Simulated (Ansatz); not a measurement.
# C₄H₅F: up Jacob's ladder to CCSD(T)

How much do the methods differ for C₄H₅F? The plan is to run it at one geometry with functionals of several rungs and with coupled cluster. The yardstick is the atomisation energy at the CCSD(T) limit.

Method: functionals in def2-TZVPP, the program's frozen cores in correlated methods; program: Ansatz 0.2.0, Gaussian basis.

Plan: LDA (SPW92), PBE-D4, revPBE-D4, BLYP-D4, r2SCAN-D4, B97M-V, PBE0-D4, B3LYP-D4, r2SCANh-D4, r2SCAN0-D4, HSE06-D4, BHLYP-D4, CAM-B3LYP-D4, LC-ωPBE, ωB97X-V, ωB97M-V, B2PLYP, PBE-QIDH; CCSD(T)/def2-SVP; CCSD(T)/def2-TZVPP; MP2/def2-QZVPP; extrapolation to the limit; RPA on PBE.

## Step 1: Structure used throughout

The geometry comes from an earlier relaxation with PBE0-D4 in a triple-zeta def2 set; it is a stationary point, not always the lowest conformer.

SMILES `C#CCCF`, 10 atoms, charge 0, spin multiplicity 1.

Atoms are counted from 1 here; the program's logs count them from 0.

Bond lengths: C1–C2 1.200 Å, C1–H6 1.064 Å, C2–C3 1.452 Å, C3–C4 1.517 Å, C3–H7 1.096 Å, C3–H8 1.095 Å, C4–F5 1.378 Å, C4–H9 1.094 Å, C4–H10 1.093 Å. Angles: C2–C1–H6 179.7°, C1–C2–C3 179.1°, C2–C3–C4 113.4°, C2–C3–H7 109.6°, C2–C3–H8 109.9°, C4–C3–H7 108.0°, C4–C3–H8 108.9°, H7–C3–H8 106.8°, C3–C4–F5 110.4°, C3–C4–H9 110.0°, C3–C4–H10 111.0°, F5–C4–H9 107.9°, F5–C4–H10 108.0°, H9–C4–H10 109.5°.

## Step 2: LDA

This LDA is Slater exchange with PW92 correlation.

The input, in.yaml:

```yaml
crystal:
  periodic: [false, false, false]
  atoms:
    - {symbol: C, position_ang: [-2.061590, 0.812510, -0.554342]}
    - {symbol: C, position_ang: [-1.146377, 0.154320, -0.144445]}
    - {symbol: C, position_ang: [-0.026357, -0.624435, 0.353324]}
    - {symbol: C, position_ang: [1.319688, 0.029618, 0.108038]}
    - {symbol: F, position_ang: [1.588555, 0.081051, -1.242298]}
    - {symbol: H, position_ang: [-2.874021, 1.392775, -0.922680]}
    - {symbol: H, position_ang: [-0.136557, -0.777605, 1.432917]}
    - {symbol: H, position_ang: [-0.027652, -1.616918, -0.108585]}
    - {symbol: H, position_ang: [2.111856, -0.554230, 0.586111]}
    - {symbol: H, position_ang: [1.335454, 1.051814, 0.495160]}
basis:
  gaussian: {orbitals: def2-TZVPP}
hamiltonian: {xc: lda}
output: {orbitals: {seedname: orbitals}}
```

Further steps of the session: PBE-D4 (GGA); revPBE-D4 (GGA); BLYP-D4 (GGA); r2SCAN-D4 (meta-GGA); B97M-V (meta-GGA); PBE0-D4 (hybrid); B3LYP-D4 (hybrid); r2SCANh-D4 (hybrid); r2SCAN0-D4 (hybrid); HSE06-D4 (hybrid); BHLYP-D4 (hybrid); CAM-B3LYP-D4 (range-separated); LC-ωPBE (range-separated); ωB97X-V (range-separated); ωB97M-V (range-separated); B2PLYP (double hybrid); PBE-QIDH (double hybrid); CCSD(T) in def2-SVP; CCSD(T) in def2-TZVPP; MP2 in def2-QZVPP; RPA on PBE orbitals.

Before running them: what should the planned runs give, taken together? Wanted: atomisation energy, CCSD(T)/CBS; farthest beyond LDA; mean size of error, GGA; mean size of error, meta-GGA; mean size of error, hybrid; mean size of error, range-separated; mean size of error, double hybrid; gap, smallest and largest; T1 diagnostic.

As calculated:

| quantity | value |
| --- | --- |
| atomisation energy, CCSD(T)/CBS | 43.514 eV |
| functionals within 0.218 eV (0.5 %) | revPBE-D4, BLYP-D4, r2SCAN-D4, B97M-V, B3LYP-D4, r2SCANh-D4, LC-ωPBE, ωB97X-V, ωB97M-V, PBE-QIDH |
| farthest beyond LDA | BHLYP-D4 (-1.423 eV) |
| mean size of error, GGA | 0.570 eV |
| mean size of error, meta-GGA | 0.092 eV |
| mean size of error, hybrid | 0.517 eV |
| mean size of error, range-separated | 0.127 eV |
| mean size of error, double hybrid | 0.126 eV |
| gap, smallest and largest | 6.40 eV (BLYP-D4), 13.72 eV (LC-ωPBE) |
| T1 diagnostic | 0.0113 |
| triples share of the correlation energy | 4.0 % |

The LDA atomisation energy is off by 6.786 eV (16 %): it overbinds. PBE-D4 is off by +1.396 eV. Double hybrids carry the basis error of their MP2 part in triple zeta, and no dispersion term here, so their miss is partly the set-up's. The rungs meta-GGA, double hybrid, range-separated miss on average by less than the doubt on the reference (0.218 eV), so they tie. The reference freezes the cores and leaves out relativity and excitations past (T), so misses under about 0.218 eV can't be ranked. Hartree-Fock recovers 73 % of the binding; the rest is correlation. CCSD(T) in def2-SVP is off by -1.739 eV, which most functionals beat. Orbital gaps span 6.4 to 13.7 eV; exact exchange widens them.
